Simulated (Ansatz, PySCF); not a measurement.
Reaction (SMILES): CCO + H+ -> CC[OH2+]
Geometries: B3LYP-D3(BJ)/def2-TZVP minima from Ansatz (a program for electronic structure), one conformer each, not searched for the lowest.
Geometry of the first species:
```
C
H 1 1.0973
H 1 1.0973 2 107.69
O 1 1.4270 2 110.49 3 -120.76
H 4 0.9624 1 108.87 2 59.54
C 1 1.5131 2 110.09 3 120.04
H 6 1.0909 1 110.47 2 60.81
H 6 1.0909 7 108.30 1 -121.11
H 6 1.0917 7 108.54 8 -117.66
```
Charge 0, spin multiplicity 1.

Quantity: proton affinity (0 K, with B3LYP-D3(BJ) harmonic zero-point energies from PySCF), positive where the reaction releases energy, in kcal/mol. Correlated levels leave the core frozen unless marked. Spin-orbit coupling is left out. Non-relativistic. CBS(X,Y): correlation extrapolated as X^-3; Hartree-Fock from the larger set. The bracket is a focal-point correction in the basis named.

| level | program | proton affinity (kcal/mol) |
|---|---|---|
| HF-D4/def2-TZVPD | PySCF + dftd4 | 187.9 |
| B3LYP/def2-TZVPD | Ansatz | (withheld) |
| BHLYP-D3(BJ)/def2-TZVPD | Ansatz + dftd3 | 186.1 |
| BHLYP-D4/def2-TZVPD | Ansatz + dftd4 | 185.4 |
| M06-2X/def2-TZVPD | PySCF | (withheld) |
| HSE06-D3(BJ)/def2-TZVPD | Ansatz + dftd3 | 185.0 |
| B2GP-PLYP-D4/def2-TZVPD | Ansatz + dftd4 | 183.4 |
| B2GP-PLYP/def2-TZVPD | Ansatz | 183.5 |
| CCSD/cc-pVTZ | Ansatz | 187.7 |
| RI-MP2/CBS(cc-pVTZ,cc-pVQZ)+[CCSD(T)-MP2]/cc-pVTZ | Ansatz | 184.7 |

Question: What belongs in the gaps?

Answer: 
- B3LYP/def2-TZVPD, proton affinity (kcal/mol): 184.5
- M06-2X/def2-TZVPD, proton affinity (kcal/mol): 183.2
